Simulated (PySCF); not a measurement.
H₃P, SMILES P.

Coordinates come from a PBE0-D3(BJ)/def2-TZVPD optimisation.

Two levels are set side by side: PBE/def2-TZVPD (PySCF) and M06-2X/def2-TZVPD (PySCF). Same geometry, gas phase. Differences are taken from unrounded values.

```
quantity                     M06-2X    PBE  PBE minus M06-2X
---------------------------  ------  -----  ----------------
orbital gap (eV)               9.54   6.39             -3.15
highest occupied level (eV)   -8.95  -6.71              2.24
lowest empty level (eV)        0.59  -0.32             -0.92
dipole moment (D)              0.61   0.61              0.00
mean polarisability (bohr³)    30.1   31.3               1.2
```

PBE's occupied levels lie high since its potential decays too fast outside the molecule; exact exchange lowers them and widens the gap. Loosely held outer electrons make PBE densities more polarisable. Differences between two approximate levels are no errors against the true value.

Rough cost on one machine, each run with all the roots and properties that it gave: M06-2X against PBE about 3 times.
